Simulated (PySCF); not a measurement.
Homolysis of single bonds, series vinyl-X. All species are isolated molecules in the gas phase. One relaxed conformer stands for each flexible species; it need not be the lowest. Strings in code marks are SMILES.

Computed with TPSSh-D3(BJ)/def2-TZVP // CAM-B3LYP-D3(BJ)/def2-TZVP in PySCF. 

A: radical fragment (`C[N]C`)
B: whole molecule (`C=C`)
C: whole molecule (`C=CI`)

Question: A design calls for the highest dipole moment in this set. Which member fits?

Answer: A (1.70 D); next is C (1.34 D).
